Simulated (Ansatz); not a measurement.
Results of r²SCAN-D4 (PAW; Ansatz, an electronic-structure program) for rock-salt HfN.

Run with plane-wave cutoff 560 eV, 22×22×22 k mesh, Fermi–Dirac smearing 0.05 eV, scalar-relativistic PAW data made under PBE.

Energies at three volumes about the minimum:

```
V (Å³/atom)  E − E_lowest (meV/atom)
-----------  -----------------------
11.284                          4.24
11.515                          0.00
11.745                          3.95
```

### Question
Fit a parabola by hand: where is the minimum, what lattice constant follows, and what is the bulk modulus?

### Answer
Slopes: (0.00 − 4.24)/(11.515 − 11.284) = -18.355 and (3.95 − 0.00)/(11.745 − 11.515) = 17.174 meV/Å³. Curvature E″ = 2 × (17.174 − (-18.355))/(11.745 − 11.284) = 154.139 meV/Å⁶. From the middle of the first interval, the slope vanishes at V0 = 11.3995 − (-18.355)/154.139 = 11.519 Å³/atom. B = V0 E″ = 11.519 × 154.139 meV/Å³ × 0.1602 GPa per meV/Å³ = 284 GPa. With 8 atoms in the cube, a = (8 × 11.519)^(1/3) = 4.517 Å. The full Birch–Murnaghan fit to all volumes gives V0 = 11.515 Å³/atom and B0 = 285 GPa.

Measured, for comparison: bulk modulus 260 GPa (room temperature, not corrected to a static lattice, our sources range from 260 to 306; as tabulated in Synthesis of Binary Transition Metal Nitrides, Carbides and Borides from the …); lattice constant a 4.524 Å (room temperature, not corrected to a static lattice; as tabulated in Seo, Lee, Wen, Petrov, Greene, Gall, J. Appl. Phys. 96, 878 (2004)). Computed (rounded) less measured: bulk modulus not scored (sources differ).
